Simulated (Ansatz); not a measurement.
Cartesian coordinates in Å:
```
Cl 1.040 -1.555 -0.767
Si 0.000 0.000 0.000
Cl -1.845 0.049 -0.825
Cl -0.163 -0.220 2.003
Cl 0.968 1.726 -0.412
```

The species carries charge 0 and has multiplicity 1.

(1) List the ωB97M-V/def2-TZVPP orbital energies in eV (Ansatz). (Best estimate.)

Results:

(1) Ansatz gave: Occupied: -2772.68, -2772.68, -2772.68, -2772.68, -1810.84, -263.09, -263.09, -263.09, -263.09, -200.57, -200.57, -200.57, -200.57, -200.44, -200.44, -200.44, -200.44, -200.44, -200.44, -200.44, -200.44, -151.53, -105.66, -105.66, -105.66, -27.72, -26.35, -26.35, -26.35, -17.99, -14.98, -14.98, -14.98, -13.05, -13.05, -12.62, -12.62, -12.62, -11.77, -11.77, -11.77. Lowest empty: 1.54, 2.69, 2.69, 2.69, 4.77, 5.52, 5.52, 5.52.
